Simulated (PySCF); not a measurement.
A GIAO shielding run with PySCF (density fitting, non-relativistic, gas phase) on SMILES C=C(C)CF, C4H7F:

```
{"job": {"kind": "nmr", "xc": "PBE0", "basis": "pcSseg-1", "pop": true}, "charge": 0, "multiplicity": 1}
C      0.205757     1.366650    -0.634502
C      0.069537     0.174959    -0.075768
C      1.181619    -0.819886     0.037048
C     -1.266731    -0.271270     0.466666
F     -2.226983    -0.262845    -0.523126
H     -0.620820     2.052510    -0.708957
H      1.141694     1.693032    -1.053804
H      1.350172    -1.081106     1.081664
H      0.922095    -1.732992    -0.497641
H      2.102336    -0.419959    -0.377728
H     -1.227323    -1.295702     0.849851
H     -1.630670     0.405093     1.248931
```

Hardware: 1 thread of an Arm Neoverse V1, shared host. The job also computes population analyses, field gradients.

(1) How large is the calculation?

(2) How long does it take?

(3) And these other runs on the same molecule and hardware: spin–spin coupling at B3LYP/pcJ-1?

Answers

(1) 40 electrons, 120 basis functions and 619 auxiliary functions.

(2) 9.5 s of wall time, with 14 SCF cycles and 5 response iterations. Times on a shared host scatter by some tens of per cent.

(3) B3LYP/pcJ-1: 205 functions, 25 s.
